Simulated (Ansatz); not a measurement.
Basis-set series for `N=CO`. Total charge 0; spin multiplicity 1. All single points use the PBE0-D4/def2-TZVP geometry. It is one conformer, not always the lowest.

```xyz
6

N    -0.734    0.021    0.733
C    -0.027   -0.040   -0.306
O     1.303    0.089   -0.270
H    -1.718   -0.097    0.517
H    -0.367   -0.198   -1.332
H     1.543    0.225    0.658
```

| functional | basis | functions | energy (Eh) | HOMO (eV) | LUMO (eV) |
| --- | --- | --- | --- | --- | --- |
| PBE0-D4 | def2-SVP | 57 | -169.55928 | -7.95 | 0.83 |
| PBE0-D4 | def2-QZVPP | 261 | -169.77087 | -8.25 | 0.33 |
| ωB97M-V | def2-SVP | 57 | -169.68204 | -10.25 | 3.24 |
| ωB97M-V | def2-QZVPP | 261 | -169.90028 | -10.59 | 2.05 |

Task: Give the rows for def2-TZVPP. (Best estimate.)

Result: The calculation gave: 
```json
{"functional": "PBE0-D4", "basis": "def2-TZVPP", "functions": "135", "energy (Eh)": "-169.76116", "HOMO (eV)": "-8.20", "LUMO (eV)": "0.45"}
{"functional": "ωB97M-V", "basis": "def2-TZVPP", "functions": "135", "energy (Eh)": "-169.89088", "HOMO (eV)": "-10.53", "LUMO (eV)": "2.74"}
```

Positive LUMOs are unbound and depend on the basis.

All numbers were calculated with Ansatz.
